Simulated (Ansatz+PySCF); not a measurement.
Results of a calculation; reference values are marked as such.
# Several solutions for singlet C4H4S

```tsv
atom	x (Å)	y (Å)	z (Å)
S	0.0173	0.0127	1.2345
C	0.0123	1.2835	-0.0014
C	0.0243	-1.2787	-0.0046
C	-0.0442	0.7288	-1.2533
C	-0.0282	-0.7205	-1.3099
H	-0.0312	2.2681	0.3292
H	0.0128	-2.3308	0.2840
H	-0.0138	1.3308	-2.1240
H	-0.0149	-1.3732	-2.1729
```

Basis set: def2-SVP (spherical functions). Charge 0, multiplicity 1.

CASSCF(6,5) was run from several starts with Ansatz (development build ahead of 0.2.0) and PySCF 2.14.0. The starts are those of the Hartree–Fock orbitals from which the active space was taken at the frontier.

| run | program | start | converged | energy (hartree) | <S²> |
| --- | --- | --- | --- | --- | --- |
| A | PySCF | program defaults | yes | -551.10397 | 0.00 |
| B | Ansatz | atomic start, no search | yes | -551.10397 | 0.00 |
| C | Ansatz | stability test followed | yes | -551.10397 | 0.00 |
| D | Ansatz | search for the lowest state | yes | -551.10846 | 0.00 |

Problem. Which runs reached the lowest solution of this kind, and what is wrong with the others?

Solution. D reached the lowest solution found. Converged but too high: A by 0.12 eV, B by 0.12 eV, C by 0.12 eV. Convergence only shows a stationary point; in CASSCF the end hangs on which orbitals enter the active space. Caution: other starts end on other solutions of this active space.
